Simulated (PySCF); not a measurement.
Input of a run on `ClC1CCCC1` (chlorocyclopentane): the job's settings, then the atoms in Å.
```
{"job": {"kind": "nmr", "xc": "wB97X-D", "basis": "pcSseg-2", "pop": false, "solvent": "chloroform"}, "charge": 0, "multiplicity": 1}
Cl     1.578315    -0.513907     1.838049
C      0.815415    -0.919289     0.252443
C      1.026586     0.212167    -0.743844
C     -0.157389     1.179766    -0.536121
C     -1.122901     0.471332     0.431715
C     -0.691559    -0.991882     0.407445
H      1.276408    -1.858608    -0.046613
H      1.002088    -0.217135    -1.749732
H      1.999737     0.685455    -0.619499
H      0.174462     2.137242    -0.133779
H     -0.644598     1.391237    -1.490087
H     -2.169317     0.600815     0.151336
H     -1.004866     0.867064     1.442175
H     -1.004116    -1.565358     1.280203
H     -1.089515    -1.490977    -0.484407
```

Method: GIAO wB97X-D/pcSseg-2 NMR shielding, non-relativistic, IEF-PCM chloroform (PySCF, density fitting); geometry PBE0-D3(BJ)/def2-TZVP, gas phase, not relaxed in the solvent; ε = 4.711, cavity from Bondi-type radii × 1.2.

Task: What does the run print?

Result: 
```
coarse grid: 12640 points
cycle   1  E = -656.1466830032  dE =  8.641e-01  |g| = 3.279e-01  |ddm| = 2.490e+00
cycle   2  E = -656.1627623425  dE = -1.608e-02  |g| = 2.614e-01  |ddm| = 4.868e-01
cycle   3  E = -656.1770344101  dE = -1.427e-02  |g| = 3.258e-02  |ddm| = 2.161e-01
cycle   4  E = -656.1773085304  dE = -2.741e-04  |g| = 1.444e-02  |ddm| = 4.198e-02
cycle   5  E = -656.1773594506  dE = -5.092e-05  |g| = 4.228e-03  |ddm| = 2.232e-02
cycle   6  E = -656.1773646303  dE = -5.180e-06  |g| = 1.127e-03  |ddm| = 6.554e-03
final grid: 116136 points
cycle   7  E = -656.1910329092  dE = -3.213e-04  |g| = 8.085e-03  |ddm| = 7.732e-02
cycle   8  E = -656.1910371315  dE = -4.222e-06  |g| = 7.420e-03  |ddm| = 1.470e-02
cycle   9  E = -656.1910497453  dE = -1.261e-05  |g| = 6.293e-04  |ddm| = 6.017e-03
cycle  10  E = -656.1910498324  dE = -8.717e-08  |g| = 3.212e-04  |ddm| = 1.139e-03
cycle  11  E = -656.1910498566  dE = -2.412e-08  |g| = 7.625e-05  |ddm| = 3.734e-04
cycle  12  E = -656.1910498583  dE = -1.723e-09  |g| = 1.800e-05  |ddm| = 1.200e-04
cycle  13  E = -656.1910498584  dE = -1.221e-10  |g| = 7.298e-06  |ddm| = 3.639e-05
converged SCF energy = -656.1910498584

GIAO shielding tensors (ppm)
atom      isotropic    diamagn.    paramagn.     s11        s22        s33       span
  0 Cl     789.250    1147.500    -358.250    519.924    771.236   1076.590    556.666
  1 C      113.760     242.901    -129.141     88.317    116.374    136.589     48.272
  2 C      146.315     243.960     -97.645    122.004    142.621    174.320     52.316
  3 C      162.595     243.443     -80.848    131.821    174.516    181.447     49.626
  4 C      160.370     243.478     -83.108    131.173    169.932    180.006     48.833
  5 C      144.539     244.196     -99.657    123.276    143.750    166.592     43.316
  6 H       27.053      28.827      -1.774     21.701     26.470     32.989     11.288
  7 H       29.561      30.425      -0.864     24.078     27.729     36.875     12.797
  8 H       29.639      29.704      -0.065     25.223     28.232     35.463     10.239
  9 H       29.692      30.011      -0.319     25.309     27.095     36.672     11.363
 10 H       29.913      30.323      -0.410     24.388     27.871     37.480     13.092
 11 H       29.822      29.578       0.244     24.880     27.326     37.261     12.381
 12 H       29.564      30.833      -1.269     25.819     27.272     35.601      9.782
 13 H       29.696      29.469       0.227     25.282     27.589     36.216     10.933
 14 H       29.814      30.869      -1.055     25.023     27.191     37.229     12.206
```

The cycles run first on a coarse grid and then on the final one, and are numbered through; the first dE on the final grid is taken against the last density's energy on that grid. The program numbers atoms from 0. Energies include the polarisation term of the continuum.

Task: The same input without solvent ends at -656.187890 Eh. What does the continuum change?

Result: The energy falls by 0.003160 Eh, 1.98 kcal/mol; the polarisation term alone is -2.27 kcal/mol. HOMO -10.04 → -10.10 eV, LUMO 2.11 → 2.32 eV, dipole 2.28 → 2.86 D. The SCF took 13 cycles in the solvent and 13 in the gas phase.

On one thread, Arm Neoverse V2 (aarch64), shared host, this took 70 s of wall time and 1.7 GiB of memory at its peak. This is the whole shielding run at wB97X-D/pcSseg-2 in chloroform, SCF included.

Note: wB97X-D ran without an empirical dispersion term, which enters the total energy and its gradient alone.
